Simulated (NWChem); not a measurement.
System: CS; SMILES [C-]#[S+]

Input file for NWChem:

```
start job
memory heap 200 mb stack 900 mb global 1100 mb
geometry units angstroms noautosym nocenter noautoz
  C      0.000000     0.000000    -1.110357
  S      0.000000     0.000000     0.418932
end
basis spherical
  * library def2-svp
end
dft
  xc m06-2x
  iterations 150
end
cosmo
  do_cosmo_smd true
  solvent water
end
task dft energy
```

NWChem printed, in part:

```
             Northwest Computational Chemistry Package (NWChem) 7.3.0
             --------------------------------------------------------

                             Geometry "geometry" -> ""
                             -------------------------

 Output coordinates in angstroms (scale by  1.889725989 to convert to a.u.)

  No.       Tag          Charge          X              Y              Z
 ---- ---------------- ---------- -------------- -------------- --------------
    1 C                    6.0000     0.00000000     0.00000000    -1.11035700
    2 S                   16.0000     0.00000000     0.00000000     0.41893200

 Effective nuclear repulsion energy (a.u.)      33.2187153010

                                 NWChem DFT Module
                                 -----------------

 Summary of "ao basis" -> "ao basis" (spherical)
 ------------------------------------------------------------------------------
       Tag                 Description            Shells   Functions and Types
 ---------------- ------------------------------  ------  ---------------------
 C                          def2-svp                 6       14   3s2p1d
 S                          def2-svp                 8       18   4s3p1d

 in cosmo_initialize ...
 calling solv_data for solv:h2o

 solvent parameters
 solvname_short: h2o
 solvname_long:  water
 dielec:       78.4000
 dielecinf:     1.7769
 aqueous SMD model solvent descriptors
 dielec:       78.4000
 sola:          0.8200

          ---------------
          -cosmo- solvent
          ---------------
 Cosmo: York-Karplus, doi: 10.1021/jp992097l
 dielectric constant -eps-     =  78.40
 screen = (eps-1)/(eps    )    =   0.98724
 surface charge correction     = lagrangian

   van der Waals surface
 --------------------------

 ---------- ATOMIC COORDINATES (A.U.) ------------ VDWR(ANG.) --
     1    0.00000000    0.00000000   -2.09827048     1.850
     2    0.00000000    0.00000000    0.79166669     2.490
 number of segments per atom =        128
 number of   points per atom =        128
 atom (   nspa,  nppa )
 ----------------------
    1 (     64,     0 )       0
    2 (    112,     0 )       0
 number of -cosmo- surface points =      176
 molecular surface =     85.985 angstrom**2
 molecular volume  =     72.679 angstrom**3
 -lineq- algorithm             =   0
 -bem- low  level              =   3
 -bem- from -octahedral-
 gaussian surface charge width =   4.50000
 degree of switching           =   1.00000
 switching function tolerance  =   0.00010
 atomic radii =
 --------------
    1  6.000  1.850
    2 16.000  2.490
 ...... end of -cosmo- initialization ......

 nat:                     2
 ixmem:                   309
 calling mnsol_interface()
 G(SMD-CDS) energy (kcal/mol)  =     4.273
 SMD-CDS SASA (angstrom**2)    =    78.867

            General Information
            -------------------
          SCF calculation type: DFT
          Wavefunction type:  closed shell.
          No. of atoms     :     2
          No. of electrons :    22
           Alpha electrons :    11
            Beta electrons :    11
          Charge           :     0
          Spin multiplicity:     1
          Use of symmetry is: off; symmetry adaption is: off
          Maximum number of iterations: 150
          AO basis - number of functions:    32
                     number of shells:    14
          Convergence on energy requested:  1.00D-06
          Convergence on density requested:  1.00D-05
          Convergence on gradient requested:  5.00D-04

              XC Information
              --------------
                       M06-2X Method XC Functional
                     Hartree-Fock (Exact) Exchange  0.540
                        M06-2X Exchange Functional  1.000
                      M06-2X Correlation Potential  1.000

[...]

                                COSMO-SMD solvation results
                                ---------------------------

             internal energy in gas <Psi(g)|H|Psi(g)> =      -436.024784380734
         internal energy in solvent <Psi(s)|H|Psi(s)> =      -436.024074133329
                               delta internal energy  =         0.000710247405 (    0.45 kcal/mol)
   total free energy in solvent <Psi(s)|H+V/2|Psi(s)> =      -436.027540306314
 polarization energy contribution <Psi(s)|V/2|Psi(s)> =        -0.003466172985 (   -2.18 kcal/mol)
    total free energy in solvent including G(SMD-CDS) =      -436.020731404812
                       G(SMD-CDS) energy contribution =         0.006808901501 (    4.27 kcal/mol)
     1 M fixed-concentration free energy of solvation =         0.004052975921 (    2.54 kcal/mol)

                       DFT Final Molecular Orbital Analysis
                       ------------------------------------

 Vector    9  Occ=2.000000D+00  E=-4.144517D-01
              MO Center=  3.2D-08, -3.5D-08, -8.3D-02, r^2= 1.6D+00
   Bfn.  Coefficient  Atom+Function         Bfn.  Coefficient  Atom+Function
  ----- ------------  ---------------      ----- ------------  ---------------
    26     -0.349152  2 S  py                25      0.326756  2 S  px
    23     -0.290987  2 S  py                22      0.272322  2 S  px
     5     -0.234148  1 C  py                 4      0.219128  1 C  px
    20     -0.161599  2 S  py                19      0.151233  2 S  px
     8     -0.131485  1 C  py                 7      0.123051  1 C  px

 Vector   10  Occ=2.000000D+00  E=-4.144516D-01
              MO Center= -1.6D-09,  9.9D-10, -8.3D-02, r^2= 1.6D+00
   Bfn.  Coefficient  Atom+Function         Bfn.  Coefficient  Atom+Function
  ----- ------------  ---------------      ----- ------------  ---------------
    25      0.349152  2 S  px                26      0.326756  2 S  py
    22      0.290987  2 S  px                23      0.272322  2 S  py
     4      0.234148  1 C  px                 5      0.219128  1 C  py
    19      0.161599  2 S  px                20      0.151233  2 S  py
     7      0.131485  1 C  px                 8      0.123051  1 C  py

 Vector   11  Occ=2.000000D+00  E=-3.792594D-01
              MO Center= -1.6D-08,  1.8D-08, -1.1D+00, r^2= 1.7D+00
   Bfn.  Coefficient  Atom+Function         Bfn.  Coefficient  Atom+Function
  ----- ------------  ---------------      ----- ------------  ---------------
     3      0.481889  1 C  s                  6     -0.476857  1 C  pz
    27      0.305082  2 S  pz                24      0.285863  2 S  pz
     2      0.282643  1 C  s                  9     -0.191564  1 C  pz
    21      0.155029  2 S  pz                 1     -0.135543  1 C  s
    18      0.055706  2 S  s                 17     -0.053069  2 S  s

 Vector   12  Occ=0.000000D+00  E=-4.156869D-02
              MO Center=  2.7D-09, -3.1D-09, -5.0D-01, r^2= 2.1D+00
   Bfn.  Coefficient  Atom+Function         Bfn.  Coefficient  Atom+Function
  ----- ------------  ---------------      ----- ------------  ---------------
    26     -0.433944  2 S  py                 8      0.421701  1 C  py
    25      0.391207  2 S  px                 5      0.378621  1 C  py
     7     -0.380170  1 C  px                 4     -0.341332  1 C  px
    23     -0.197830  2 S  py                22      0.178347  2 S  px
    20     -0.112401  2 S  py                19      0.101331  2 S  px

 Vector   13  Occ=0.000000D+00  E=-4.156869D-02
              MO Center= -7.4D-10,  1.0D-09, -5.0D-01, r^2= 2.1D+00
   Bfn.  Coefficient  Atom+Function         Bfn.  Coefficient  Atom+Function
  ----- ------------  ---------------      ----- ------------  ---------------
    25     -0.433944  2 S  px                 7      0.421701  1 C  px
    26     -0.391207  2 S  py                 4      0.378621  1 C  px
     8      0.380170  1 C  py                 5      0.341332  1 C  py
    22     -0.197830  2 S  px                23     -0.178347  2 S  py
    19     -0.112401  2 S  px                20     -0.101331  2 S  py

 Vector   14  Occ=0.000000D+00  E= 2.009388D-01
              MO Center=  7.4D-09, -8.0D-09,  1.3D-01, r^2= 2.2D+00
   Bfn.  Coefficient  Atom+Function         Bfn.  Coefficient  Atom+Function
  ----- ------------  ---------------      ----- ------------  ---------------
    18      1.798865  2 S  s                 27     -1.582114  2 S  pz
     3     -1.247409  1 C  s                  9     -1.101430  1 C  pz
     2     -0.638743  1 C  s                  6     -0.402376  1 C  pz
    30     -0.281722  2 S  d  0               1      0.157503  1 C  s
    16     -0.113642  2 S  s                 24     -0.107011  2 S  pz

     Multipole analysis of the density
     ---------------------------------

     L   x y z        total         alpha         beta         nuclear
     -   - - -        -----         -----         ----         -------
     0   0 0 0     -0.000000    -11.000000    -11.000000     22.000000

     1   1 0 0     -0.000000     -0.000000     -0.000000      0.000000
     1   0 1 0      0.000000      0.000000      0.000000      0.000000
     1   0 0 1      0.916062      0.419509      0.419509      0.077044

     2   2 0 0    -13.368796     -6.684398     -6.684398      0.000000
     2   1 1 0     -0.000000     -0.000000     -0.000000      0.000000
     2   1 0 1     -0.000000     -0.000000     -0.000000      0.000000
     2   0 2 0    -13.368796     -6.684398     -6.684398      0.000000
     2   0 1 1      0.000000      0.000000      0.000000      0.000000
     2   0 0 2    -15.768200    -26.106206    -26.106206     36.444212
```

Level: M06-2X/def2-SVP, SMD on the gas-phase geometry. All runs use the structure optimised with PBE0-D3(BJ)/def2-TZVP. Solvent: water.
